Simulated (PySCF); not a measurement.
Identify the compound

The spectra below were simulated for a compound CH₃BO.

1H NMR (600 MHz, computed): δ 5.17 (br s, 1H), 1.95 (m, 1H), 1.94 (m, 1H).

13C{1H} NMR (computed): δ 6.5 (CH2).

Theory: shielding tensors at PBE0/pcSseg-2 (GIAO), coordinates at the PBE0-D3(BJ)/def2-TZVP level, in PySCF 2.14 (no relativistic terms, no solvent model, a single conformation).

Referencing at the same level of theory: TMS for 1H and 13C.

Question: Which candidate is it?
A. C=BO
B. [BH3-]C#[O+]
C. CB=O

Answer: A. 

Carbon types of the structure: 1 × CH2, leaving 1 H on heteroatoms. δC 6.5: carbon bonded to B, 2 H. δH 5.17: hydrogen on an oxygen bonded to B; labile proton, position sensitive to the medium. δH 1.95, 1.94: hydrogen on a carbon bonded to B.

The others: [BH3-]C#[O+] would give 1 signal for carbon-bound and other non-exchanging H, not 2; CB=O would give 1 signal for carbon-bound and other non-exchanging H, not 2.

Exchangeable OH/NH protons stand at their gas-phase positions; hydrogen bonding in a real sample shifts them, mostly to higher δ. A carbon bonded to boron is broadened by the quadrupolar boron nucleus and is often missing from a measured spectrum. Shifts are as computed. Against solution values, carbons near 30 ppm lie about +3 ppm off and those near 130 ppm about +9 ppm. Of 1211 compounds with measured shifts, 218 miss one by over three times the rms of a fit or turn the order of signals round; such compounds aren't used in these exercises. No couplings were computed; multiplicities are counted from neighbouring protons, with m where these are inequivalent, close in shift, in a saturated or five-membered ring or joined by F or P, and br s for small geminal =CH2 splittings.
